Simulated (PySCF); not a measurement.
Species: 1,4-dihydroquinoxaline radical cation, C8H8N2 (charge +1 and doublet state).
Geometry (PBE0-D3(BJ)/def2-SVP, Å), atoms numbered from 1 in this order:
```xyz
18
C8H8N2 angstrom
C      2.2670    1.0398   -0.0398
C      2.4745   -0.3078    0.0543
N      1.4127   -1.1528    0.0962
C      0.1076   -0.6983    0.0475
C     -0.9842   -1.5694    0.0910
C     -2.2718   -1.0567    0.0385
C     -2.4844    0.3257   -0.0583
C     -1.4104    1.2023   -0.1023
C     -0.1076    0.6999   -0.0500
N      1.0005    1.5263   -0.0902
H      3.0911    1.7513   -0.0763
H      3.4742   -0.7383    0.0977
H      1.5744   -2.1530    0.1666
H     -0.8154   -2.6460    0.1663
H     -3.1244   -1.7374    0.0726
H     -3.5020    0.7185   -0.0995
H     -1.5733    2.2799   -0.1776
H      0.8540    2.5289   -0.1600
```

The hyperfine couplings belong to this conformer and change with its torsions.

As a line formula: 1,4-dihydroquinoxaline radical cation (`C1=CNc2ccccc2N1`) [SMILES of the parent framework; charge +1 and doublet state].

Theory: UKS B3LYP, IGLO-III on C N, pcH-1 on H, non-relativistic, mean-field spin-orbit, GIAO in PySCF 2.14.0. Isolated species at its PBE0-D3(BJ)/def2-SVP geometry (one conformer only). The SCF solution wasn't tested for stability. No frequencies were computed at this geometry's level, so the symmetric structure isn't shown to be a minimum.

Q: Give the principal g shifts and their parts.

A: 
| Δg (ppm) | 1 | 2 | 3 |
| --- | --- | --- | --- |
| relativistic mass correction | -212 | -212 | -212 |
| gauge correction | 17 | 55 | 51 |
| orbital Zeeman/spin–orbit | -19 | 852 | 1827 |
| total | -213 | 696 | 1666 |

So g = 2.00211, 2.00301, 2.00399 and g_iso = 2.00304; the tensor is rhombic: the two nearest values differ by 48 % of g3 − g1. Axes: g1 is normal to the molecular plane and g3 points within 1° of the C1–C2 bond.

Q: What effective moment and Curie constant follow for a powder?

A: With the mean of g² = 4.0122 and S(S+1) = 0.75: μ_eff = √(⟨g²⟩S(S+1)) = 1.735 μB and χT = 0.12505·⟨g²⟩·S(S+1) = 0.376 cm³ K/mol (cgs; spin-Hamiltonian part alone).

Q: At 9.554 GHz, how far is the centre of the isotropic spectrum from where a free electron (g = 2.002319) resonates?

A: B = hν/(g μB) with μB/h = 13.99624 MHz/mT gives 340.91 mT for the free electron and 340.79 mT at g_iso, 0.12 mT lower.

Q: In a frozen sample, at which fields do the three g values resonate at 9.5, 34, 94 and 263 GHz (hyperfine left aside), and which band first spreads them over more than twice a line width of 0.5 mT?

A: 
```tsv
band	GHz	B(g3) mT	B(g2) mT	B(g1) mT	spread mT
X	9.5	338.70	338.87	339.02	0.32
Q	34.0	1212.20	1212.78	1213.33	1.14
W	94.0	3351.36	3352.99	3354.51	3.15
J	263.0	9376.69	9381.24	9385.49	8.80
```

The spread grows in proportion to the frequency. Q band is the first where it exceeds 1.0 mT.

The largest Mulliken spin populations are on N3 (+0.29), N10 (+0.29), C2 (+0.13) and C1 (+0.13).

The HOMO–LUMO gaps are 4.02 eV among the α and 3.72 eV among the β orbitals.
